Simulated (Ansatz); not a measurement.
## Structure optimisation: cerium, fcc

The calculation used DFT, RPBE, plane waves (420 eV) with PAW, scalar-relativistic in Ansatz 0.2.0. (PAW data from PBE, frozen cores regenerated.)

k-point mesh 11×11×11, Fermi-Dirac smearing 0.1 eV, no spin polarisation. Cell and atoms relax.

Starting structure:

```yaml
crystal:
  lattice:
    - [0.0, 2.5806, 2.5806]
    - [2.5806, 0.0, 2.5806]
    - [2.5806, 2.5806, 0.0]
  atoms:
    - { symbol: Ce, position: [0.0, 0.0, 0.0] }
hamiltonian:
  xc: rpbe
  pseudopotentials:
    kind: paw
    azcp:
      Ce: "pseudopotentials/Ce.paw.azcp"
basis:
  ecutwfc: 420
  fft_grid_basis: typed
kpoints:
  mp_grid: { grid: [11, 11, 11], shift: [0, 0, 0] }
magnetization:
  spin_polarized: false
scf:
  occupations: { method: fermi_dirac, width: 0.1 }
relax:
  max_steps: 60
  f_tol: 0.01
  cell: {}
```

Q: What cell does the relaxation end in?

A: Fm-3m with a = 4.842 Å; 28.38 Å³ per atom against 34.37 at the start (-17.4 %).

Q: How much energy does the relaxation gain?

A: 84.7 meV per atom.

Path of the relaxation (the plane waves are chosen anew near the end, which can shift the energy a little):

| step | E − E(final) (meV/atom) | V (Å³/atom) | P (GPa) | max force (eV/Å) |
| --- | --- | --- | --- | --- |
| 0 | 84.70 | 34.371 | -3.86 | 0.000 |
| 1 | 23.73 | 31.311 | -2.39 | 0.000 |
| 2 | 3.26 | 27.382 | 1.13 | 0.000 |
| 3 | -0.03 | 28.533 | -0.16 | 0.000 |
| 4 | -0.11 | 28.381 | -0.01 | 0.000 |
| 5 | 0.00 | 28.381 | -0.01 | 0.000 |

Spin polarisation is off here; a magnetic state may lie lower.

With an open f shell the SCF can settle in more than one state.

Semilocal functionals give the collapsed, α-like volume of cerium.
